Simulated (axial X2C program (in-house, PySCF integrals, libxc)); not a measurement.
**Spin–orbit effects along a row: molecules with C (ions), HF**

Computed with an in-house relativistic program for diatomic molecules, spin-free (one-electron X2C) or two-component (2c: spin–orbit coupling with atomic mean-field Coulomb and Gaunt terms, which also bring small scalar terms), in Dyall basis sets with cores contracted in-house; open shells are unrestricted.

Basis sets: Al dyall-v3z, C dyall-v3z, Cl dyall-av3z, Mg dyall-cv3z, P dyall-v3z, S dyall-av3z, Si dyall-v3z.

| molecule | spin-free state | Re (Å) | ωe (cm⁻¹) | De (eV) | 2c state | Re 2c (Å) | ωe 2c (cm⁻¹) | De 2c (eV) |
| --- | --- | --- | --- | --- | --- | --- | --- | --- |
| MgC⁺ | M_S = 3/2, Λ = 0 | 1.960 | 700.3 | 0.73 | Ω = 3/2 | 1.960 | 700.1 | 0.73 |
| AlC⁺ | M_S = 1, Λ = 0 | 1.885 | 740.4 | 0.44 | Ω = 1 | 1.885 | 740.2 | 0.44 |
| SiC⁺ | M_S = 3/2, Λ = 0 | 1.788 | 930.6 | 2.65 | Ω = 3/2 | 1.789 | 930.4 | 2.65 |
| PC⁺ | M_S = 1, Λ = 1 | 1.627 | 1082.9 | 2.89 | Ω = 2 | 1.627 | 1082.3 | 2.90 |
| CS⁺ | M_S = 1/2, Λ = 0 | 1.509 | 1251.7 | 3.47 | Ω = 1/2 | 1.509 | 1251.4 | 3.46 |
| CCl⁺ | M_S = 0, Λ = 0 | 1.522 | 1268.9 | 4.24 | Ω = 0 | 1.522 | 1268.6 | 4.18 |

(1) Work out the shifts from the spin-free to the two-component result.

Fragments in 2c: Mg+ + C, Al+ + C, Si+ + C, P+ + C, S+ + C, Cl + C+. Each entry is the lowest single determinant of a limited PBE0 search at one distance. De goes to single-determinant-based atoms at the same level (for ions the charge split of lowest energy) and is withheld (n/a) where an atom does not fit its ground term or J level. Main or longest-lived isotopes. One determinant is a doubtful description, or other states lie close, for MgC⁺, AlC⁺, SiC⁺, PC⁺, CS⁺; these need not be ground states, and all values refer to the states named. Some open-shell Ω = 0 determinants are out of reach, so the Ω given for AlC⁺, PC⁺ need not be the lowest component. With several unpaired electrons the Ω given is that of one determinant, not necessarily of the lowest component. Some light 2c atoms are not at their ground J level, so De misses part of their lowering (0.04 eV or less).

Results:

(1) 

| molecule | 2c state | ΔRe (Å) | Δωe (cm⁻¹) | ΔDe (eV) |
| --- | --- | --- | --- | --- |
| MgC⁺ | Ω = 3/2 | 0.000 | -0.2 | 0.00 |
| AlC⁺ | Ω = 1 | 0.000 | -0.2 | 0.00 |
| SiC⁺ | Ω = 3/2 | 0.001 | -0.2 | 0.00 |
| PC⁺ | Ω = 2 | 0.000 | -0.6 | 0.01 |
| CS⁺ | Ω = 1/2 | 0.000 | -0.3 | -0.01 |
| CCl⁺ | Ω = 0 | 0.000 | -0.3 | -0.06 |

Shifts of one unit in the last digit are rounding.
